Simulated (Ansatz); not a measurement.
Two isomers of C2H2O2: A = `O=CC=O`, B = `O=C1CO1`.

Gas-phase electronic energies from Ansatz, PBE0-D4/def2-TZVP geometries. CBS: MP2 limit from def2 TZ/QZ plus the TZ coupled-cluster correction, frozen cores. This one scheme is used for every species. DFT in def2-TZVPP. B3LYP here is the variant with VWN-RPA as its local correlation; programs differ in this. One conformer a species, not always the lowest.

A:

Z-matrix (Å, degrees):
```
C
C 1 1.519
O 1 1.197 2 121.5
H 1 1.108 2 114.8 3 -180.0
O 2 1.197 1 121.5 3 180.0
H 2 1.108 1 114.8 3 -0.0
```

B:

```xyz
6

O     0.0555   -0.9651    1.7200
C     0.1689   -0.4558    0.6608
C    -0.2411    0.3782   -0.4410
O     1.0346   -0.4123   -0.3389
H    -0.0918    1.4523   -0.4070
H    -0.9260    0.0027   -1.1939
```

Which isomer does CCSD(T)/CBS put lower? Give the gap. (An estimate is asked.)

The calculation gave: A, by 9.4 kcal/mol.

Give E(B) − E(A) in kcal/mol with r2SCAN-D4, B3LYP, LDA (SPW92), BLYP-D4, ωB97M-V, CCSD(T)/def2-TZVPP, MP2/def2-TZVPP. (An estimate is asked.)

Ansatz gave: r2SCAN-D4 3.8, B3LYP 9.2, LDA (SPW92) -1.4, BLYP-D4 9.2, ωB97M-V 7.5, CCSD(T)/def2-TZVPP 9.4, MP2/def2-TZVPP 6.7. The order is the other way round with LDA (SPW92).

Does the order hold for the free energy at 298.15 K (harmonic terms from PBE0-D4)? (An estimate is asked.)

Computed: Yes: G(B) − G(A) = +10.7 kcal/mol, for one conformer each.

Largest T1 diagnostic: 0.017.

Leaving LDA and LC-ωPBE aside and taking each functional with its dispersion term where it has one, the values, not all of them listed here, spread over 7.3 kcal/mol, from PBE-D4 to BHLYP-D4. LDA lies −4.8 kcal/mol from PBE without D4. From BLYP to BHLYP (50 % exact exchange), in def2-TZVPP and without D4, E(B) − E(A) moves by +1.4 kcal/mol.
